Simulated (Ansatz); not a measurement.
**Worked example: correlation energy of H2Ge–GeH2⁺, doublet**

Geometry: that of the H2Ge–GeH2, triplet, kept fixed.

```yaml
atoms:
  - { symbol: Ge, position_ang: [0.0192, 0.0000, 1.2276] }
  - { symbol: Ge, position_ang: [0.0192, 0.0000, -1.2276] }
  - { symbol: H, position_ang: [-0.6906, 1.2523, 1.8004] }
  - { symbol: H, position_ang: [-0.6906, -1.2523, 1.8004] }
  - { symbol: H, position_ang: [-0.6906, 1.2523, -1.8004] }
  - { symbol: H, position_ang: [-0.6906, -1.2523, -1.8004] }
```

Basis cc-pVDZ; Ansatz 0.2.0. Only valence electrons are correlated (noble-gas cores and the filled d shells of p-block atoms frozen), which leaves 11 electrons in 46 orbitals. Prefix R: restricted or restricted open-shell reference; prefix U: unrestricted. No spin–orbit coupling is included, and no scalar relativity.

Full CI isn't at hand for all of this; UCCSDT(Q) serves as the reference, and is uncertain by about the last step of the cluster series.

The cluster runs stand on a determinant 0.10 eV above the lowest UHF solution, chosen by trial CCSD; the correlation energy below is counted from it.

Runs differ by some tens of microhartree through their thresholds and, for an open shell, their frozen cores, so steps under 0.03 kcal/mol mean nothing.

| level | total energy (hartree) |
| --- | --- |
| UHF determinant under the cluster runs | -4152.648544 |
| UMP2 | -4152.813687 |
| UCCSD | -4152.855551 |
| UCCSD(T) | -4152.862415 |
| UCCSDT | -4152.864069 |
| UCCSDT(Q) | -4152.864467 |

Question: What is the correlation energy at UCCSDT(Q), and what share of it do UMP2 and UCCSD(T) recover?

Answer: E(corr) = -4152.864467 − (-4152.648544) = -0.215923 hartree = -5.876 eV. UMP2: -0.165143 / -0.215923 = 76.48 %. UCCSD(T): -0.213871 / -0.215923 = 99.05 %.

Question: By how many kcal/mol does UCCSD(T) miss UCCSDT(Q) (1 hartree = 627.509 kcal/mol), and which steps make up the rest?

Answer: -4152.862415 − (-4152.864467) = 0.002052 hartree = 1.29 kcal/mol. Steps: UCCSDT − UCCSD(T) = -1.04, UCCSDT(Q) − UCCSDT = -0.25 kcal/mol. Differences between like states or geometries often cancel part of this.
